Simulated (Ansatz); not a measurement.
Complex (SMILES): F (HF) with F (HF), atoms 1 to 2 the first; geometry from A24 set, monomers rigid:
```xyz
4

H      0.0000     0.8027     1.6953
F      0.0000    -0.0460     1.3403
H      0.0000    -0.1204    -0.4908
F      0.0000     0.0098    -1.4042
```

The counterpoise-corrected interaction energy at MP2 with Ansatz (an electronic-structure program), in kcal/mol, split into its Hartree-Fock and correlation parts. Cores are frozen. No added dispersion term, no relativity. Functions are those of the species that has most.

```csv
basis,X,functions,Hartree-Fock,MP2
aug-cc-pVDZ,2,64,-3.76,-3.94
aug-cc-pVTZ,3,138,-3.74,-4.19
aug-cc-pVQZ,4,252,-3.82,-4.38
aug-cc-pV5Z,5,414,-3.82,-4.43
```

Worked estimate of the basis-set limit from each neighbouring pair, with Hartree-Fock from the larger set and the correlation part extrapolated as X^-3.
Correlation parts: X = 2: -0.18, X = 3: -0.45, X = 4: -0.56, X = 5: -0.61.
- (2,3): (27·(-0.45) - 8·(-0.18))/19 = -0.56; with Hartree-Fock -3.74 the estimate is -4.30 kcal/mol.
- (3,4): (64·(-0.56) - 27·(-0.45))/37 = -0.64; with Hartree-Fock -3.82 the estimate is -4.46 kcal/mol.
- (4,5): (125·(-0.61) - 64·(-0.56))/61 = -0.66; with Hartree-Fock -3.82 the estimate is -4.48 kcal/mol.
The last two estimates differ by 0.02 kcal/mol; the largest set lies 0.05 from the last. Over the last step Hartree-Fock moves by 0.00 and the correlation part by -0.05.
